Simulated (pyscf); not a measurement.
Routes from H₂N–NH₂ (SMILES NN) + InH₃ (SMILES [InH3])

Candidate steps break at most two bonds and form at most two. Each was searched with GFN2-xTB (tblite) first. Optimised with ωB97X-D3(BJ)/def2-SVP in PySCF. Energies: ωB97M-D3(BJ)/def2-TZVP, kJ/mol, from the separated reactants, singlet surface; ΔG‡ with ideal gas, 1 atm, RRHO with modes under 100 cm⁻¹ raised to 100, one conformer, R ln 2 for chiral ones without a mode under 150 cm⁻¹.

```json
[
 {"products": "H₂N–NH–InH₂ + H₂", "type": "four-centre exchange", "ΔE‡": "88.1", "ΔE": "+12.7", "ΔG‡ 298 K": "122.3", "ΔG‡ 900 K": "205.9", "ν‡ (cm⁻¹)": "1230i"},
 {"products": "H₂N–InH₂ + NH₃", "type": "four-centre exchange", "ΔE‡": "296.9", "ΔE": "-189.8", "ΔG‡ 298 K": "329.6", "ΔG‡ 900 K": "404.9", "ν‡ (cm⁻¹)": "1527i"}
]
```

Row 1: On the reactant side the descent ends in an adduct with a In–N contact, 95.4 kJ/mol under the separated species and 171.3 kJ/mol under the saddle at ωB97X-D3(BJ)/def2-TZVP. Row 2: On the reactant side the descent ends in an adduct with a In–N contact, 95.4 kJ/mol under the separated species and 395.5 kJ/mol under the saddle at ωB97X-D3(BJ)/def2-TZVP. On the product side the descent ends in an adduct with a In–N contact (not fully relaxed), 82.9 kJ/mol under the separated species and 576.1 kJ/mol under the saddle at ωB97X-D3(BJ)/def2-TZVP. 

Plain bond fissions and candidates not yet searched are not listed, and one of them may be faster. Each barrier is that of the saddle found; lower ones may exist. One closed-shell reference is unstable to symmetry breaking; treat the single-reference values with care. Elements past Kr carry the def2 core potentials, without spin-orbit coupling.
